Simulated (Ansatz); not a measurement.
We consider 1T (CdI2-type) PdTe2, described by rVV10 in Ansatz (plane waves, PAW).

Settings: plane-wave cutoff 520 eV, 18×18×12 k mesh (along the axes of the cell as run), Fermi–Dirac smearing 0.05 eV, scalar-relativistic PAW data made under PBE.

Computed at the level's own relaxed cell.

Give the computed equilibrium volume per atom, lattice parameter a, lattice parameter c, bulk modulus B0 and pressure derivative B′ of the bulk modulus.


- equilibrium volume per atom = 26.13 Å³/atom
- lattice parameter a = 4.136 Å
- lattice parameter c = 5.291 Å
- bulk modulus B0 = 54.3 GPa
- pressure derivative B′ of the bulk modulus = 7.4

The run finds no gap.

Note: the volume lies 8 % above that of the published cell; the bulk modulus comes from volumes at which shape and atoms were relaxed.

Spin–orbit coupling is not included; it can open a gap where bands touch, and shift volumes and moduli.

Static lattice: no zero-point or thermal effects.

Cost on a shared machine: about 40 core-minutes (a rough figure).

Ansatz is a first-principles code.
